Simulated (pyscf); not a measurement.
## Four-centre exchange: BH [singlet] + HF -> B–F [singlet] + H₂

Gas phase, singlet surface, charge 0. Bonds broken: B1–H2, F3–H4. Bonds formed: B1–F3, H2–H4. Optimised with ωB97X-D3(BJ)/def2-SVP in PySCF.

Transition state (Å):

```xyz
4

B      0.5203     1.3457    -0.0995
H     -0.0682     0.4940    -1.0071
F      0.0879     0.1047     0.9860
H     -0.1823    -0.0681    -0.0515
```

One imaginary mode, 1174i cm⁻¹; descent along it reached the two sides named.

```json
[
 {"bond": "B1–H2", "change": "breaks", "reactant side (Å)": "1.254", "saddle": "1.377", "product side": "3.5"},
 {"bond": "F3–H4", "change": "breaks", "reactant side (Å)": "0.927", "saddle": "1.086", "product side": "3.1"},
 {"bond": "B1–F3", "change": "forms", "reactant side (Å)": "2.330", "saddle": "1.705", "product side": "1.268"},
 {"bond": "H2–H4", "change": "forms", "reactant side (Å)": "2.420", "saddle": "1.115", "product side": "0.760"}
]
```

Electronic energies relative to the separated reactants (kJ/mol):

```
level                   barrier  reaction energy  reverse barrier
----------------------  -------  ---------------  ---------------
ωB97X-D3(BJ)/def2-TZVP     44.2           -285.8            330.0
PBE/def2-TZVP               0.2           -295.4            295.6
r²SCAN/def2-TZVP           11.3           -303.2            314.5
B3LYP-D3(BJ)/def2-TZVP     39.6           -290.1            329.7
PBE0-D3(BJ)/def2-TZVP      26.0           -286.1            312.2
M06-2X/def2-TZVP           46.9           -291.2            338.1
ωB97M-D3(BJ)/def2-TZVP     40.4           -290.9            331.2
HF/def2-TZVP              134.2           -265.4            399.6
```

With ωB97M-D3(BJ)/def2-TZVP energies and thermal terms (ideal gas, 1 atm, RRHO with modes under 100 cm⁻¹ raised to 100, one conformer, R ln 2 for chiral ones without a mode under 150 cm⁻¹), in kJ/mol:

```json
[
 {"T (K)": "298", "ΔH‡": "37.1", "ΔG‡": "71.0", "ΔH": "-295.1", "ΔG": "-290.8"},
 {"T (K)": "600", "ΔH‡": "33.1", "ΔG‡": "107.2", "ΔH": "-294.6", "ΔG": "-286.6"},
 {"T (K)": "900", "ΔH‡": "31.9", "ΔG‡": "144.6", "ΔH": "-293.8", "ΔG": "-282.7"},
 {"T (K)": "1200", "ΔH‡": "32.1", "ΔG‡": "182.2", "ΔH": "-293.1", "ΔG": "-279.2"}
]
```

One saddle was located; it need not be the lowest between these sides.
